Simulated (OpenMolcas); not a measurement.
# S2F2 (Thio-thionyl fluoride), step by step

Wanted: the energy (UHF/STO-3G), then the energy (CASSCF(2,2)/STO-3G), then the energy (CASPT2(2,2)/STO-3G), then a single-point energy (SC-NEVPT2(2,2)/STO-3G), then a single-point energy (MRCI(2,2)/STO-3G) of S2F2 (Thio-thionyl fluoride). 

The calculation is run with OpenMolcas 26.06.

5 further runs of the same task are left out: 5 that didn't finish.

### Step 1. The molecule

The species is S2F2 (4 atoms), meant as a singlet with charge 0. As SMILES, `FS(F)=S`. The F1–S2 distance was set to 2.942 Å, away from the relaxed value. At this shape a bond of the SMILES string is far longer than usual.

Bond lengths: S2–F3 1.682 Å, S2–S4 1.873 Å. Angles: F3–S2–S4 108.4°.

### Step 2. A single-point energy at UHF/STO-3G (run 1)

File step1.input:

```
&GATEWAY
BasLib=$CurrDir
Coord
4
angstrom
F        1.727601       0.652785       1.991636
S       -0.514710      -0.073220       0.231030
F        0.333030      -1.428520      -0.291570
S       -0.584940       1.160090      -1.176550
Basis=STO-3G
Group=NoSym
&SEWARD
&SCF
UHF
Scramble=0.25
PrOrbitals=1 1
```

The basis set STO-3G is read from a file made from the Basis Set Exchange's data (not shown).

Started as:

```bash
export MOLCAS_MEM=1860
pymolcas step1.input > step1.log
```

Standard output:

```text
--- Start Module: gateway ---
[...]
--- Stop Module: gateway /rc=_RC_ALL_IS_WELL_ ---
--- Start Module: seward ---
[...]
      Basis functions           28
--- Stop Module: seward /rc=_RC_ALL_IS_WELL_ ---
--- Start Module: scf ---
[...]
       Convergence after  73 Iterations
[...]
::    Total SCF energy                               -982.3075747832
[...]
      Total spin, S                                     0.6196542095
[...]
      Total electronic charge=   50.000000
      Total            charge=   -0.000000
[...]
      Dipole Moment (debye):
      Origin of the operator (angstrom)=    0.0391    0.1963    0.0203
                   X= -2.5524E-01               Y=  4.9339E-01               Z= -2.6140E-02           Total=  5.5611E-01
      Quadrupole Moment (debye*angstrom):
[...]
--- Stop Module: scf /rc=_RC_ALL_IS_WELL_ ---
[...]
```

It took 2.8 s on 1 thread of Arm Neoverse V2, shared host; peak memory 0.37 GiB.

### Step 3. A single-point energy at CASSCF(2,2)/STO-3G (run 2)

File step2.inp:

```
* F2S2 CASSCF

&GATEWAY
 BasLib
 $CurrDir
 Coord
 4
 angstrom
 F        1.727601       0.652785       1.991636
 S       -0.514710      -0.073220       0.231030
 F        0.333030      -1.428520      -0.291570
 S       -0.584940       1.160090      -1.176550
 Basis
 STO-3G
 Group
 NoSym

&SEWARD

&RASSCF
 FileOrb
 $CurrDir/step1.UnaOrb
 Spin
 1
 Nactel
 2 0 0
 Inactive
 24
 Ras2
 2
 OrbListing
 Nothing
 OrbAppear
 Compact
```

The basis set STO-3G is read from a file made from the Basis Set Exchange's data (not shown).

Started as:

```bash
export MOLCAS_MEM=1860
pymolcas step2.inp > step2.log
```

Standard output:

```text
--- Start Module: gateway ---
[...]
--- Stop Module: gateway /rc=_RC_ALL_IS_WELL_ ---
--- Start Module: seward ---
[...]
      Basis functions           28
--- Stop Module: seward /rc=_RC_ALL_IS_WELL_ ---
--- Start Module: rasscf ---
[...]
      Number of active orbitals                  2
[...]
      Spin quantum number                      0.0
[...]
      Active orbitals                            2
[...]
      Number of CSFs                             3
[...]
      Number of root(s) required                 1
[...]
      Convergence after  8 iterations
[...]
      printout of CI-coefficients larger than  0.05 for root  1
      energy=    -982.307186
      conf/sym  11     Coeff  Weight
             1  20  -0.72958 0.53229
             3  02   0.68390 0.46771
      Natural orbitals and occupation numbers for root  1
      sym 1:   1.064573   0.935427
      ************************************************************************************************************************
      *                                                    Final results                                                     *
[...]
::    RASSCF root number  1 Total energy:   -982.30718588
[...]
      Total electronic charge=   50.000000
      Total            charge=   -0.000000
[...]
      Dipole Moment (debye):
      Origin of the operator (angstrom)=    0.0391    0.1963    0.0203
                   X= -2.5883E-01               Y=  4.9121E-01               Z= -2.5137E-02           Total=  5.5580E-01
      Quadrupole Moment (debye*angstrom):
[...]
--- Stop Module: rasscf /rc=_RC_ALL_IS_WELL_ ---
[...]
```

Run time: 1.4 s. Hardware: 1 thread of Arm Neoverse V2, shared host; peak memory 0.37 GiB.

### Step 4. A single-point energy at CASPT2(2,2)/STO-3G (run 3)

File step3.input:

```
* F2S2 CASPT2

&gateway
  baslib = $CurrDir
  coord
  4
  angstrom
  F        1.727601       0.652785       1.991636
  S       -0.514710      -0.073220       0.231030
  F        0.333030      -1.428520      -0.291570
  S       -0.584940       1.160090      -1.176550
  basis = STO-3G
  group = NoSym

&seward

&rasscf
  fileorb = $CurrDir/step2.RasOrb
  spin = 1
  nactel = 2 0 0
  inactive = 24
  ras2 = 2
  orblisting = Nothing
  orbappear = Compact

&caspt2
  imaginary = 0.1
  frozen = 12
```

The basis set STO-3G is read from a file made from the Basis Set Exchange's data (not shown).

Started as:

```bash
export MOLCAS_MEM=1860
pymolcas step3.input > step3.log
```

Standard output:

```text
--- Start Module: gateway ---
[...]
--- Stop Module: gateway /rc=_RC_ALL_IS_WELL_ ---
[...]
      Basis functions           28
[...]
--- Start Module: rasscf ---
[...]
      Number of active orbitals                  2
[...]
      Spin quantum number                      0.0
[...]
      Active orbitals                            2
[...]
      Number of CSFs                             3
[...]
      Number of root(s) required                 1
[...]
      Convergence after  4 iterations
[...]
      printout of CI-coefficients larger than  0.05 for root  1
      energy=    -982.307186
      conf/sym  11     Coeff  Weight
             1  20  -0.72958 0.53229
             3  02   0.68389 0.46771
      Natural orbitals and occupation numbers for root  1
      sym 1:   1.064581   0.935419
      ************************************************************************************************************************
      *                                                    Final results                                                     *
[...]
::    RASSCF root number  1 Total energy:   -982.30718589
[...]
      Total electronic charge=   50.000000
      Total            charge=   -0.000000
[...]
      Dipole Moment (debye):
      Origin of the operator (angstrom)=    0.0391    0.1963    0.0203
                   X= -2.5882E-01               Y=  4.9125E-01               Z= -2.5151E-02           Total=  5.5583E-01
      Quadrupole Moment (debye*angstrom):
[...]
--- Stop Module: rasscf /rc=_RC_ALL_IS_WELL_ ---
--- Start Module: caspt2 ---
[...]
 ###    WARNING: User changed nr of frozen orbitals.                         ###
 ###############################################################################
[...]
      E2 (Variational):          -0.0574161306
      Total energy:            -982.3646020217
[...]
      Reference weight:           0.96598
[...]
::    CASPT2 Root  1     Total energy:   -982.36460202
[...]
--- Stop Module: caspt2 /rc=_RC_ALL_IS_WELL_ ---
[...]
```

Run time: 1.4 s. Hardware: 1 thread of Arm Neoverse V2, shared host; peak memory 0.37 GiB.

### Step 5. The energy at SC-NEVPT2(2,2)/STO-3G (run 4)

File step4.input:

```
&GATEWAY
  BasLib=$CurrDir
  Coord
  4
  angstrom
  F        1.727601       0.652785       1.991636
  S       -0.514710      -0.073220       0.231030
  F        0.333030      -1.428520      -0.291570
  S       -0.584940       1.160090      -1.176550
  Basis=STO-3G
  Group=NoSym

&SEWARD

&RASSCF
  FileOrb=$CurrDir/step2.RasOrb
  Spin=1
  Nactel=2 0 0
  Inactive=24
  Ras2=2
  OrbListing=Nothing
  OrbAppear=Compact

&CASPT2
  SC-NEVPT2
  Frozen=12
```

The basis set STO-3G is read from a file made from the Basis Set Exchange's data (not shown).

Started as:

```bash
export MOLCAS_MEM=1860
pymolcas step4.input > step4.log
```

Standard output:

```text
--- Start Module: gateway ---
[...]
--- Stop Module: gateway /rc=_RC_ALL_IS_WELL_ ---
[...]
      Basis functions           28
[...]
--- Start Module: rasscf ---
[...]
      Number of active orbitals                  2
[...]
      Spin quantum number                      0.0
[...]
      Active orbitals                            2
[...]
      Number of CSFs                             3
[...]
      Number of root(s) required                 1
[...]
      Convergence after  4 iterations
[...]
      printout of CI-coefficients larger than  0.05 for root  1
      energy=    -982.307186
      conf/sym  11     Coeff  Weight
             1  20  -0.72958 0.53229
             3  02   0.68389 0.46771
      Natural orbitals and occupation numbers for root  1
      sym 1:   1.064581   0.935419
      ************************************************************************************************************************
      *                                                    Final results                                                     *
[...]
::    RASSCF root number  1 Total energy:   -982.30718589
[...]
      Total electronic charge=   50.000000
      Total            charge=   -0.000000
[...]
      Dipole Moment (debye):
      Origin of the operator (angstrom)=    0.0391    0.1963    0.0203
                   X= -2.5882E-01               Y=  4.9125E-01               Z= -2.5151E-02           Total=  5.5583E-01
      Quadrupole Moment (debye*angstrom):
[...]
--- Stop Module: rasscf /rc=_RC_ALL_IS_WELL_ ---
--- Start Module: caspt2 ---
[...]
 ###    WARNING: User changed nr of frozen orbitals.                         ###
 ###############################################################################
[...]
      E2 (Variational):          -0.0565070493
[...]
      E2 (Variational):          -0.0564932416
      Total energy:            -982.3636791327
[...]
      Reference weight:           0.96704
[...]
::    SC-NEVPT2 Root  1     Total energy:   -982.36367913
[...]
--- Stop Module: caspt2 /rc=_RC_ALL_IS_WELL_ ---
[...]
```

Run time: 1.4 s. Hardware: 1 thread of Arm Neoverse V2, shared host; peak memory 0.37 GiB.

### Step 6. The energy at MRCI(2,2)/STO-3G (run 5)

File step5.input:

```
&GATEWAY
  BasLib
  $CurrDir
  Coord
  4
  angstrom
  F        1.727601       0.652785       1.991636
  S       -0.514710      -0.073220       0.231030
  F        0.333030      -1.428520      -0.291570
  S       -0.584940       1.160090      -1.176550
  Basis
  STO-3G
  Group
  NoSym

&SEWARD

&RASSCF
  FileOrb
  $CurrDir/step2.RasOrb
  Spin
  1
  Nactel
  2 0 0
  Inactive
  24
  Ras2
  2
  OrbListing
  Nothing
  OrbAppear
  Compact

&MOTRA
  LumOrb
  Frozen
  12

&GUGA
  Electrons
  26
  Spin
  1
  Inactive
  12
  Active
  2
  CIAll
  1

&MRCI
  SDCI
```

The basis set STO-3G is read from a file made from the Basis Set Exchange's data (not shown).

Started as:

```bash
export MOLCAS_MEM=1860
pymolcas step5.input > step5.log
```

Standard output:

```text
--- Start Module: gateway ---
[...]
--- Stop Module: gateway /rc=_RC_ALL_IS_WELL_ ---
[...]
      Basis functions           28
[...]
      Number of active orbitals                  2
[...]
      Spin quantum number                      0.0
[...]
      Active orbitals                            2
[...]
      Number of CSFs                             3
[...]
      Number of root(s) required                 1
[...]
      Convergence after  4 iterations
[...]
      printout of CI-coefficients larger than  0.05 for root  1
      energy=    -982.307186
      conf/sym  11     Coeff  Weight
             1  20  -0.72958 0.53229
             3  02   0.68389 0.46771
      Natural orbitals and occupation numbers for root  1
      sym 1:   1.064581   0.935419
      ************************************************************************************************************************
      *                                                    Final results                                                     *
[...]
::    RASSCF root number  1 Total energy:   -982.30718589
[...]
      Dipole Moment (debye):
      Origin of the operator (angstrom)=    0.0391    0.1963    0.0203
                   X= -2.5882E-01               Y=  4.9125E-01               Z= -2.5151E-02           Total=  5.5583E-01
      Quadrupole Moment (debye*angstrom):
[...]
      *** WARNING: Default frozen orbitals is overwritten by user input.
      *** Default values:  12
[...]
--- Start Module: guga ---
[...]
--- Stop Module: guga /rc=_RC_ALL_IS_WELL_ ---
--- Start Module: mrci ---
[...]
       (But an ACPF correction will be computed)
       USE THE DEFAULT ACPF G-VALUE GFAC=   7.6923076923076927E-002
[...]
                      CI ENERGY:  -982.38608882
[...]
                ACPF CORRECTION:    -0.00670384
[...]
      Total electronic charge=   50.000000
      Total            charge=    0.000000
[...]
     ACPF CORRECTION:     -0.00670384
[...]
  CI State   1     Total energy:   -982.38608882     QDav:     -0.00731427     QACPF:     -0.00670384
[...]
--- Stop Module: mrci /rc=_RC_ALL_IS_WELL_ ---
[...]
```

Run time: 1.8 s. Hardware: 1 thread of Arm Neoverse V2, shared host; peak memory 0.37 GiB.

### Step 7. Summary of results

| quantity | value |
| --- | --- |
| run 1, UHF/STO-3G: total energy | -982.30757 Eh |
| run 1, UHF/STO-3G: dipole moment | 0.56 D |
| run 1, UHF/STO-3G: HOMO energy | -6.83 eV |
| run 1, UHF/STO-3G: LUMO energy | 5.30 eV |
| run 1, UHF/STO-3G: HOMO–LUMO gap | 12.13 eV |
| run 1, UHF/STO-3G: ⟨S²⟩ | 1.004 |
| run 2, CASSCF(2,2)/STO-3G: total energy | -982.30719 Eh |
| run 2, CASSCF(2,2)/STO-3G: dipole moment (CASSCF density) | 0.56 D |
| run 3, CASPT2(2,2)/STO-3G: total energy | -982.36460 Eh |
| run 3, CASPT2(2,2)/STO-3G: dipole moment (CASSCF density) | 0.56 D |
| run 4, SC-NEVPT2(2,2)/STO-3G: total energy | -982.36368 Eh |
| run 4, SC-NEVPT2(2,2)/STO-3G: dipole moment (CASSCF density) | 0.56 D |
| run 5, MRCI(2,2)/STO-3G: total energy | -982.38609 Eh |
| run 5, MRCI(2,2)/STO-3G: dipole moment (CASSCF density) | 0.56 D |

What this shows: ⟨S²⟩ (run 1, UHF/STO-3G) is 1.00 where a pure singlet has 0.00: the reference is spin-contaminated. Mulliken charges (run 3, CASPT2(2,2)/STO-3G) of the CASSCF density run from -0.19 on F3 to +0.18 on S2; they depend strongly on the basis. Mulliken charges (run 4, SC-NEVPT2(2,2)/STO-3G) of the CASSCF density run from -0.19 on F3 to +0.18 on S2. Mulliken charges (run 5, MRCI(2,2)/STO-3G) of the CASSCF density run from -0.19 on F3 to +0.18 on S2; they depend strongly on the basis.
